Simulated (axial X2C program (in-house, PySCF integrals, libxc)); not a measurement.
# F₂⁺: cheaper levels and CCSD(T), with spin–orbit coupling

Computed with an in-house all-electron X2C program for linear molecules (integrals from PySCF). Two-component (2c) means X2C with spin–orbit coupling and atomic mean-field two-electron Coulomb and Gaunt terms. Basis: F dyall-av3z [7s6p3d2f] (cores contracted in-house); Gaussian nuclei, density fitting, unrestricted open shells. Masses: F 18.998 u.

State: Ω = 3/2 (⟨Sz⟩ = 0.50, ⟨Lz⟩ = 1.00 at HF); fragments F+ + F.

| level | Re (Å) | ωe (cm⁻¹) | De (eV) |
| --- | --- | --- | --- |
| PBE0 | 1.274 | 1299.2 | 3.48 |
| HF | 1.213 | 1578.2 | -1.01 |
| MP2 | 1.355 | 864.5 | 3.78 |
| CCSD | 1.291 | 1212.5 | 2.79 |
| TPSSh | 1.301 | 1211.0 | 3.60 |

Correlated methods: 13 electrons correlated (number of frozen shells: F 1 s), 195 virtual spin orbitals or spinors in MP2, 90 natural virtuals in coupled cluster.

CCSD(T), same Hamiltonian and basis:

Re = 1.314 Å, ωe = 1108.7 cm⁻¹, De = 3.18 eV; T1 = 0.013 (Lee–Taylor normalisation).

Q: Give the differences from CCSD(T) in the columns below.

A: 

```json
{"level": "PBE0", "ΔRe (Å)": "-0.040", "Δωe (cm⁻¹)": "190", "ΔDe (eV)": "0.30"}
{"level": "HF", "ΔRe (Å)": "-0.101", "Δωe (cm⁻¹)": "470", "ΔDe (eV)": "-4.19"}
{"level": "MP2", "ΔRe (Å)": "0.041", "Δωe (cm⁻¹)": "-244", "ΔDe (eV)": "0.60"}
{"level": "CCSD", "ΔRe (Å)": "-0.023", "Δωe (cm⁻¹)": "104", "ΔDe (eV)": "-0.39"}
{"level": "TPSSh", "ΔRe (Å)": "-0.013", "Δωe (cm⁻¹)": "102", "ΔDe (eV)": "0.42"}
```

Occupations by symmetry block were frozen at the best pattern of an incomplete PBE0 search. Dissociation energies refer to the lowest single-determinant-based atoms at the same level and basis. Density functionals use the spin component along the axis (collinear). CCSD and (T) use frozen natural virtuals with an MP2 correction for the truncation; (T) itself is uncorrected, so its De runs slightly low. In 2c an atomic determinant is not the ground J level, so De misses part of the atomic spin–orbit lowering. This holds for PBE0, TPSSh. Without a current term, density functionals place determinants with orbital angular momentum somewhat too high. The levels of this run spread widely (ωe from 865 to 1299 cm⁻¹), so these constants depend on the method.
